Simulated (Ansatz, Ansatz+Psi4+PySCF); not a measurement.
```xyz
5

C     0.0007   -0.0447   -0.5823
N    -0.0010   -0.0706    0.6822
H     0.0009    0.8841    1.0585
H     0.0007   -0.9953   -1.1387
H     0.0007    0.8721   -1.2021
```

Basis set: cc-pVTZ (spherical functions). Left uncorrelated: 2 orbitals. Charge 0, multiplicity 1.

Computed with Ansatz (development build ahead of 0.2.0); each method stands on the lowest determinant of its kind that the runs found. Restricted open shells among the atoms or ions are ROHF, correlated in semicanonical orbitals with singles.

Give the atomization energy at this shape (free ground-state atoms in the same class of orbitals less the molecule, no zero-point energy) of singlet CH3N by RHF-MP2, RHF.

```json
{"method": "RHF-MP2", "atomization energy": "1796.6 kJ/mol"}
{"method": "RHF", "atomization energy": "1269.3 kJ/mol"}
```
